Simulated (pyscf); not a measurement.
**Substitution at C: methanol (H₃C–OH) + methyl (CH₃•) → ethane (H₃C–CH₃) + hydroxyl (OH•)**

Gas phase, doublet surface, charge 0. Bonds broken: C1–O2. Bonds formed: C1–C7. Structures and frequencies: ωB97X-D3(BJ)/def2-SVP in PySCF. Correlated levels are frozen-core, on RHF or UHF. ΔMP2 is the change of the MP2 total energy from the triple- to the quadruple-zeta basis.

Transition state (Å):

```xyz
10

C      0.1106     0.8901    -0.4484
O      1.4591     1.6763    -1.2995
H     -0.3682     1.8491    -0.2414
H     -0.1478     0.3499    -1.3592
H      0.7856     0.4278     0.2743
H      1.8288     2.2317    -0.5951
C     -1.3551     0.0419     0.4929
H     -1.1502    -1.0344     0.4426
H     -1.3280     0.4361     1.5164
H     -2.2602     0.3322    -0.0544
```

One imaginary mode, 1244i cm⁻¹; descent along it reached the two sides named.

```tsv
bond	change	reactant side (Å)	saddle	product side
C1–O2	breaks	1.407	1.778	3.1
C1–C7	forms	3.5	1.937	1.527
```

Electronic energies relative to the separated reactants (kcal/mol):

```tsv
level	barrier	reaction energy	reverse barrier
ωB97X-D3(BJ)/def2-TZVP	42.1	-1.2	43.3
PBE/def2-TZVP	32.1	+3.0	29.2
r²SCAN/def2-TZVP	36.5	+2.3	34.1
B3LYP-D3(BJ)/def2-TZVP	37.8	+0.5	37.3
PBE0-D3(BJ)/def2-TZVP	38.8	-0.1	39.0
M06-2X/def2-TZVP	42.9	+1.5	41.3
ωB97M-D3(BJ)/def2-TZVP	41.8	-0.5	42.4
HF/def2-TZVP	61.8	-7.7	69.5
MP2/def2-QZVPP	48.6	+3.7	44.9
CCSD/def2-TZVPP	46.2	-0.7	46.9
CCSD(T)/def2-TZVPP	42.5	-0.1	42.7
CCSD(T)/def2-TZVPP + ΔMP2(QZVPP)	42.1	+0.6	41.5
```

With CCSD(T)/def2-TZVPP + ΔMP2(QZVPP) energies and thermal terms (ideal gas, 1 atm, RRHO with modes under 100 cm⁻¹ raised to 100, one conformer, R ln 2 for chiral ones without a mode under 150 cm⁻¹), in kcal/mol:

```csv
T (K),ΔH‡,ΔG‡,ΔH,ΔG
298,42.8,52.3,+1.6,+3.6
600,43.2,61.7,+1.5,+5.6
900,43.8,70.9,+1.5,+7.7
1200,44.4,79.9,+1.7,+9.7
```

The same reactants have a lower exit, to H₃C–O• + CH₄ (barrier +10.7 kcal/mol at ωB97M-D3(BJ), against +41.8 kcal/mol here). This is the saddle that the search found; another between the same sides may lie lower. The angle at the attacked C is 180°. The CCSD(T) − MP2 part came from Ansatz, without density fitting, on the same reference. A UHF reference is spin-contaminated (<S²> up to 0.90), which harms MP2 most. Left out: orbital degeneracy and the spin-orbit lowering of OH.
